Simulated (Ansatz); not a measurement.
A run of Ansatz (development build ahead of 0.2.0) on singlet H2O at this shape:

```yaml
atoms:
  - { symbol: O, position_ang: [-0.0173, -0.0309, -0.1549] }
  - { symbol: H, position_ang: [-0.0443, 0.7473, 0.5008] }
  - { symbol: H, position_ang: [0.0490, -0.7606, 0.4864] }
```

Its results:

```
Converged                       : yes
Reference energy                : -76.03493 hartree
Correlation energy              : -0.22327 hartree
Total energy                    : -76.25820 hartree
Spin squared of the determinant : 0.000
```

(1) Which input gives this output? Name the method, the orbitals and the basis set, and write the input.

Answers

(1) RHF-MP2 in aug-cc-pVDZ. An unrestricted run that stays on the closed shell gives the same numbers.

```yaml
crystal:
  periodic: [false, false, false]
  atoms:
    - { symbol: O, position_ang: [-0.01733, -0.03091, -0.15493] }
    - { symbol: H, position_ang: [-0.04431, 0.74733, 0.50078] }
    - { symbol: H, position_ang: [0.04898, -0.76059, 0.48635] }
basis:
  gaussian: { orbitals: aug-cc-pVDZ }
hamiltonian:
  xc: hf
correlation:
  method: mp2
  frozen_orbitals: { H: 0, O: 1 }
```
